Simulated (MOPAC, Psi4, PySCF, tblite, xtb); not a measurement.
Dimer C6H6 ··· C6H6 (SMILES c1ccccc1 and c1ccccc1) at R = 3.49 Å between the centres of mass, closest contact 3.33 Å (lowest of the rigid-body minima from ten starts at GFN2-xTB). Geometry in Å and degrees:

```
C
H 1 1.0825
C 1 1.3905 2 119.98
H 3 1.0825 1 120.00 2 0.00
C 3 1.3904 4 120.00 1 180.00
H 5 1.0825 3 120.02 4 0.00
C 5 1.3905 6 120.02 3 180.00
H 7 1.0825 5 119.98 6 0.00
C 7 1.3905 8 119.98 5 -180.00
H 9 1.0825 7 120.01 8 0.00
C 9 1.3904 10 120.00 7 -180.00
H 11 1.0825 9 120.01 10 0.00
C 2 3.3334 1 87.53 3 -92.73
H 13 1.0825 2 88.81 1 -159.33
C 13 1.3904 14 120.02 2 86.31
H 15 1.0825 13 120.00 14 0.00
C 15 1.3905 16 120.00 13 -180.00
H 17 1.0825 15 119.98 16 0.00
C 13 1.3905 14 120.02 15 180.00
H 19 1.0825 13 119.98 14 0.00
C 19 1.3905 20 119.98 13 -180.00
H 21 1.0825 19 120.01 20 0.00
C 21 1.3904 22 120.00 19 -180.00
H 23 1.0825 21 120.01 22 0.00
```

Methods: GFN2-xTB (tblite); SAPT0/jun-cc-pVDZ, frozen core (Psi4); AM1, restricted, heats of formation (MOPAC); PM7, restricted, heats of formation (MOPAC); GFN1-xTB (xtb); RKS-B3LYP/6-31G* = restricted B3LYP/6-31G*, spherical d, no counterpoise correction in PySCF; RKS-LDA (SVWN5)/6-31G* = restricted LDA (SVWN5)/6-31G*, spherical d, no counterpoise correction run with PySCF; RKS-B3LYP/LANL2DZ = restricted B3LYP/LANL2DZ, no counterpoise correction (PySCF); RHF/3-21G = restricted Hartree-Fock/3-21G, no counterpoise correction (PySCF 2.14.0).

Problem. What interaction energy does each level give?

Solution. 
```json
[
 {"method": "PM7", "E_int / kcal/mol": "-4.12"},
 {"method": "GFN2-xTB", "E_int / kcal/mol": "-4.06"},
 {"method": "GFN1-xTB", "E_int / kcal/mol": "-3.39"},
 {"method": "RKS-LDA (SVWN5)/6-31G*", "E_int / kcal/mol": "-2.52"},
 {"method": "SAPT0/jun-cc-pVDZ", "E_int / kcal/mol": "-1.66"},
 {"method": "RKS-B3LYP/6-31G*", "E_int / kcal/mol": "4.28"},
 {"method": "AM1", "E_int / kcal/mol": "4.82"},
 {"method": "RKS-B3LYP/LANL2DZ", "E_int / kcal/mol": "5.62"},
 {"method": "RHF/3-21G", "E_int / kcal/mol": "5.67"}
]
```
